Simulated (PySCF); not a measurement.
Carbon: a sound run and one with changed settings

Sound run: C [He] 2s2 2p2, C+ [He] 2s2 2p1. Computed with PySCF 2.14 in aug-cc-pVDZ (4s3p2d, 23 functions), with no relativity, point nucleus. The sound run starts from symmetry-adapted Hartree-Fock orbitals and uses a fine grid where one is needed.

Changed run: radial step 0.3 in ln r (0.13 in the sound run). This setting is unsound on purpose.

```tsv
species	method	sound run (hartree)	changed run (hartree)	converged
C	UHF	-37.68776	-37.68776	yes
C	M06-L	-37.84291	-37.84236	yes
C	PBE0	-37.80077	-37.80072	yes
C+	UHF	-37.29025	-37.29025	yes
C+	M06-L	-37.42024	-37.42077	yes
C+	PBE0	-37.37677	-37.37682	yes
```

Ionisation energy of C:

| method | sound run (eV) | changed run (eV) |
| --- | --- | --- |
| UHF | 10.817 | 10.817 |
| M06-L | 11.501 | 11.472 |
| PBE0 | 11.538 | 11.535 |

A coarse radial grid mis-integrates the density and the exchange-correlation energy, with errors of either sign; Hartree-Fock needs no grid.

For comparison, NIST gives 11.260 eV between the lowest levels.
